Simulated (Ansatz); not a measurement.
## Down a group: bond dissociation energies of H2N–C, Si–NH2, Ge–NH$_{2}$

Ansatz 0.2.0, basis cc-pVDZ; geometries are PBE0/def2-TZVP minima. Wave-function levels freeze the cores with the filled d shells of p-block atoms; HF, MP2 and coupled cluster are restricted for singlets and unrestricted otherwise, atoms included, restricted open-shell where a d shell is frozen. NEVPT2 and MRCISD+Q stand on CASSCF in the full valence space, and MRCISD+Q is size-consistent only roughly. The reference is CCSDT(Q) (coupled cluster only where its series has nearly closed). An error is the level's value less the reference. None of these values is a measured one. Energies are electronic, without zero-point terms. No spin–orbit coupling and no scalar relativity. The set is small: it underbinds, by tens of kJ/mol for each bond, so near ties and functionals' places can change in larger sets. The species are chosen: bound, without strong static correlation by their natural occupations or amplitudes, in their lowest spin state as far as vertical gaps and like structures tell, and with a ladder that closes on the reference, so errors are smaller than for species at large; levels whose determinant breaks symmetry or spin markedly are left out.

| species | bonds (Å) | quantity | symmetry of the states | reference | value (kJ/mol) | error CCSD | error CCSD(T) | error CCSDT | error NEVPT2 | error MRCISD+Q |
| --- | --- | --- | --- | --- | --- | --- | --- | --- | --- | --- |
| H2N–C, doublet | C–N 1.286, N–H 1.022, angles at N 114/123° | N–H bond energy, to HNC (singlet) + H | B2 / Σ⁺ | CCSDT(Q) | 56.9 | 7.2 | 0.1 | 0.8 | -18.3 | -1.8 |
| Si–NH2, doublet | N–Si 1.705, N–H 1.010, angles at N 111/124° | N–H bond energy, to HNSi (singlet) + H | B2 / Σ⁺ | CCSDT(Q) | 194.3 | 12.9 | 1.7 | 2.0 | -14.1 | 3.8 |
| Ge–NH2, doublet | N–Ge 1.816, N–H 1.009, angles at N 112/124° | N–H bond energy, to HNGe (singlet) + H | B2 / Σ⁺ | CCSDT(Q) | 231.0 | 16.6 | 2.3 | 2.8 | -15.1 | 3.1 |

The reference rises from C to Ge, by 174.1 kJ/mol in all.
